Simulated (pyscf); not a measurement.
**Routes from H₃C–Zn–SH + H₂Se**

Candidate steps break at most two bonds and form at most two. Each was searched with GFN2-xTB (tblite) first. Single points on ωB97X-D3(BJ)/def2-SVP structures (PySCF, gas phase). Energies: ωB97M-D3(BJ)/def2-TZVP, eV, from the separated reactants, singlet surface; ΔG‡ with ideal gas, 1 atm, RRHO with modes under 100 cm⁻¹ raised to 100, one conformer, R ln 2 for chiral ones without a mode under 150 cm⁻¹.

| products | type | ΔE‡ | ΔE | ΔG‡ 298 K | ΔG‡ 900 K | ν‡ (cm⁻¹) |
|---|---|---|---|---|---|---|
| H₃C–Zn–SeH + H₂S | four-centre exchange | 0.37 | -0.15 | 0.79 | 1.70 | 869i |
| CH₄ + HS–Zn–SeH | four-centre exchange | 0.79 | -1.32 | 1.22 | 2.13 | 1253i |

Row 1: On the reactant side the descent ends in an adduct with a Se–Zn contact, 0.40 eV under the separated species and 0.57 eV under the saddle at ωB97X-D3(BJ)/def2-TZVP. On the product side the descent ends in a bound adduct (not fully relaxed), 0.38 eV under the separated species and 0.76 eV under the saddle at ωB97X-D3(BJ)/def2-TZVP. Row 2: On the reactant side the descent ends in an adduct with a Se–Zn contact, 0.31 eV under the separated species and 0.93 eV under the saddle at ωB97X-D3(BJ)/def2-TZVP. 

Plain bond fissions and candidates not yet searched are not listed, and one of them may be faster. Each barrier is that of the saddle found; lower ones may exist. Elements up to Kr have no core potential and no relativistic terms here.
